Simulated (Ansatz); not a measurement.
## Energy profile

The step: SiHCl ([SiH][Cl]) + HF → SiH₂ClF ([F][SiH2][Cl]); bonds formed: Si1–H3, Si1–F4; bonds broken: H3–F4 (atoms numbered as in the saddle structure below).

```
5
angstrom
Si -0.2905 -0.3488 0.3409
Cl 1.3659 -1.5252 0.0341
H -1.0484 0.3858 -0.9523
F -0.1249 1.0692 -0.9868
H 0.0978 0.4190 1.5639
```

Electronic energies by CCSD(T) at an estimated basis limit (MP2 extrapolated from triple and quadruple zeta, plus CCSD(T) − MP2 in triple zeta), on PBE0-D4/def2-TZVP structures; SiH$_{2}$ClF, closed shell; no counterpoise correction. Computed with Ansatz 0.2.0 (basis: def2-TZVPP and def2-QZVPP); correlated methods freeze the cores. Extrapolation: Hartree–Fock as exp(−7.88 √X), correlation as X^−2.97.

Q: Give the profile in eV, counted from the separated reactants. (To be estimated.)

A: The calculation gives:
```tsv
point	eV
separated: SiHCl (linked as [SiH][Cl]; Si1, Cl2, H5; singlet) + HF (H3, F4; singlet)	0.000
start structure	-0.219
saddle	0.524
end structure	-3.450
```

No T1 diagnostic of these runs exceeds 0.015. The restricted Hartree–Fock reference is unstable towards an unrestricted one at one or more of these structures.

Losses and insertions of silylenes and their heavier kin drive the gas-phase chemistry of silicon and germanium vapour deposition.

For scale, one of the runs: CCSD(T)/def2-TZVPP, 143 basis functions, launched by `ansatz run in.yaml --threads 2 --pin off --events-out ev --progress --plain --max-ram 4352MiB`. Hardware: 2 CPU threads, shared host. Wall time 11 s; peak host memory 0.79 GiB.
